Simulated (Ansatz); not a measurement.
Tungsten, bcc: convergence with the plane-wave cutoff

Computed with Ansatz, PBE, scalar-relativistic PAW, on the relaxed cell (a = 3.184 Å; spin not included). Errors count from a run at 420 eV on a Γ-centred 23×23×23 mesh with Fermi-Dirac smearing of 0.1 eV, extrapolated to zero width. Fixed here: mesh 14×14×14, Fermi-Dirac width 0.1 eV. The pressure holds a Pulay correction and is unreliable far below the recommended cutoff. The SCF starts from atomic densities corrected by a trained network.

```json
{"cutoff (eV)": "150", "E(σ→0) error (meV/atom)": "19394.1", "P (GPa)": "-43.82", "SCF iterations": "6"}
{"cutoff (eV)": "200", "E(σ→0) error (meV/atom)": "3816.8", "P (GPa)": "3.53", "SCF iterations": "6"}
{"cutoff (eV)": "250", "E(σ→0) error (meV/atom)": "509.7", "P (GPa)": "1.06", "SCF iterations": "6"}
{"cutoff (eV)": "300", "E(σ→0) error (meV/atom)": "50.1", "P (GPa)": "0.20", "SCF iterations": "6"}
{"cutoff (eV)": "350", "E(σ→0) error (meV/atom)": "10.9", "P (GPa)": "0.03", "SCF iterations": "6"}
{"cutoff (eV)": "500", "E(σ→0) error (meV/atom)": "7.2", "P (GPa)": "-0.01", "SCF iterations": "6"}
{"cutoff (eV)": "600", "E(σ→0) error (meV/atom)": "7.0", "P (GPa)": "-0.02", "SCF iterations": "6"}
{"cutoff (eV)": "800", "E(σ→0) error (meV/atom)": "6.9", "P (GPa)": "-0.02", "SCF iterations": "6"}
```

What does the run at 420 give (cutoff)?

E(σ→0) error (meV/atom): 8.3; P (GPa): 0.00; SCF iterations: 6.

Within 5 meV/atom of the last row: from 350 eV on.
